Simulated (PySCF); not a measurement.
# Gas-phase XPS of 1,2-difluoroethane, computed

Compound: 1,2-difluoroethane, C2H4F2.
Z-matrix (Å and degrees, PBE0-D3(BJ)/def2-SVP geometry), rows numbered from 1:
```
F 
C   1  1.3675
C   2  1.5007  1  110.93
F   3  1.3678  2  110.97  1    69.47
H   2  1.1045  1  109.13  3  -120.44
H   2  1.1036  1  108.93  3   121.07
H   3  1.1035  2  109.84  1   -50.99
H   3  1.1045  2  109.26  1  -170.09
```

Computed, not measured: PySCF, delta-SCF UKS SCAN, pcX-2 on the ionised atom, pcseg-1 elsewhere, spin-free X2C. Each binding energy is the total energy of the core-ionised species, with the hole localised on one atom, minus that of the ground state; both are solved self-consistently, so orbital relaxation is included.

Task: What binding energy does each computed site have?

Result: 
| atom(s) | bonded to | level | binding energy (eV) | count |
| --- | --- | --- | --- | --- |
| F1/F4 | C | F 1s | 692.86 | 2 |
| C2/C3 | F, C and 2 H | C 1s | 293.67 | 2 |

Task: Express the binding energy of F 1s of F1/F4 in atomic units and per mole.

Result: 692.86 eV = 25.4621 Eh = 66851 kJ/mol.

Atoms equivalent by their bonding share one computed value, that of the first of them. One conformer (not necessarily the lowest) at the PBE0-D3(BJ)/def2-SVP geometry, without solvent, vibrations or thermal averaging.
